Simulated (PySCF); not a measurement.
# Structure from 2D NMR

Compound of formula C$_{4}$H$_{6}$O. Correlations simulated from computed shifts and couplings:

HSQC (one-bond C–H):
```tsv
δH	δC	1J(C,H) (Hz)
9.46	196.7	177
6.49	141.5	170
6.02	141.5	167
1.88	17.4	136
```

COSY cross peaks (|J| ≥ 2 Hz):
```tsv
δH	δH	abs. J (Hz)	bonds
6.49	1.88	2.2	4
```

HMBC (two and three bonds, |J| ≥ 2.5 Hz):
```tsv
δH	δC [abs. J in Hz]
9.46	155.0 [28.0], 17.4 [2.7]
6.49	196.7 [15.7], 17.4 [6.0]
6.02	196.7 [10.4], 17.4 [10.3]
1.88	196.7 [4.0], 155.0 [6.1], 141.5 [6.7]
```

Carbons without hydrogens: δ 155.0.

Calculated, not measured (PySCF): coordinates at the PBE0-D3(BJ)/def2-SVP level, GIAO PBE0/pcSseg-1 shieldings, J couplings at B3LYP/pcJ-1 (without the spin–dipole term). Non-relativistic, one conformer, equivalent nuclei averaged, gas phase.

δ = σ(ref) − σ, references computed at the same level: TMS for 1H, 13C.

Exchangeable hydrogens are left out of these lists, and C,H couplings along chains are those of one rotamer, so weak HMBC peaks may be missing or extra.

Task: Assemble the structure.

Result: methacrolein (SMILES C(C(=C)C)=O).

Atom-mapped SMILES (the numbers label the heavy atoms): `[CH2:1]=[C:2]([CH3:3])[CH:4]=[O:5]`. Hydrogens are named by the atom that carries them. Ha(C1) is cis to C3; Hb(C1) is trans to C3.

δC 196.7 is C4, an aldehyde carbonyl carbon (δH 9.46). δC 155.0 is C2, an α carbon of a C=C–C=O unit. δC 141.5 is C1, a β carbon of a C=C–C=O unit (δH 6.49, 6.02). δC 17.4 is C3, an allylic methyl carbon (δH 1.88). HMBC from δH 9.46 reaches the proton-free carbon C2. HMBC from δH 1.88 reaches the proton-free carbon C2. COSY links 6.49–1.88.

Shifts are as computed. Against solution values, carbons near 30 ppm lie about +2 ppm off and those near 130 ppm about +5 ppm. Of 1211 compounds with measured shifts, 218 miss one by over three times the rms of a fit or turn the order of signals round; such compounds aren't used in these exercises.
